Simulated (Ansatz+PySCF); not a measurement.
A calculation with Ansatz (development build ahead of 0.2.0).

```yaml
crystal:
  periodic: [false, false, false]
  atoms:
    - { symbol: C, position_ang: [0.0, 0.0, -0.27745] }
    - { symbol: C, position_ang: [0.0, 0.0, -1.51974] }
    - { symbol: H, position_ang: [0.0, 0.0, -2.58195] }
    - { symbol: C, position_ang: [0.0, 0.0, 1.08949] }
    - { symbol: H, position_ang: [0.0, -0.93002, 1.64483] }
    - { symbol: H, position_ang: [0.0, 0.93002, 1.64483] }
basis:
  gaussian: { orbitals: cc-pVTZ }
magnetization:
  initial_magnetization: 1
hamiltonian:
  xc: hf
correlation:
  method: mp2
  frozen_orbitals: { C: 1, H: 0 }
output:
  forces: true
```

The input is written out in the form of the current development build from the run's settings. Correlation on restricted open-shell orbitals is semicanonical, with singles.

The run gave:

```json
{"Converged": "yes", "Reference energy": "-115.27279 hartree", "Correlation energy": "-0.46143 hartree", "Total energy": "-115.73422 hartree", "Spin squared of the determinant": "0.750", "Stability test": "minimum among restricted orbitals", "Occupied orbitals by symmetry in an Abelian subgroup (alpha; beta)": "7 A1 2 B1 2 B2; 7 A1 1 B1 2 B2"}
```

Forces (eV/Å):
```csv
atom,Fx,Fy,Fz
C1,0.000,0.000,-0.360
C2,0.000,0.000,0.610
H3,0.000,0.000,0.037
C4,0.000,0.000,-0.071
H5,0.000,0.123,-0.108
H6,0.000,-0.123,-0.108
```

Caution: forces differ strongly between restricted and unrestricted references.
